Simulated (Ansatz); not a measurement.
Point defect: Al vacancy in Al

Computed with DFT r2SCAN, scalar-relativistic, plane waves, PAW (Ansatz). (500 eV cutoff, 4×4×4 k-mesh, Gaussian smearing of 0.10 eV, no spin polarisation)

Host crystal, relaxed:

```xyz
1
Lattice="0.0000 1.9963 1.9963 1.9963 0.0000 1.9963 1.9963 1.9963 0.0000" Properties=species:S:1:pos:R:3 pbc="T T T"
Al    0.0000    0.0000    0.0000
```

Supercell of 27 atoms, rows in host cell vectors: 0 3 0; 0 0 3; 3 0 0. Atoms relax at the host's cell, keeping the symmetry that the supercell leaves at the site. The cell is small, so energies carry finite-size errors of tenths of an eV. The host is a metal. Atoms are taken from and returned to the elements' standard states.

Defect: Al vacancy set at (0.000, 0.000, 0.000) of the host cell. Before relaxation its nearest neighbours are 12 Al at 2.82 Å.

```json
{"charge": "0", "E_f at the valence band top (eV)": "0.96", "moment (μB)": "0.00", "largest move (Å)": "0.01", "atoms near the site": "12 Al at 2.81 Å"}
```

Cost: 2 runs of about 2.1 core-minutes in all, on Intel Xeon Platinum 8259CL (Skylake/Cascade Lake) (shared hosts).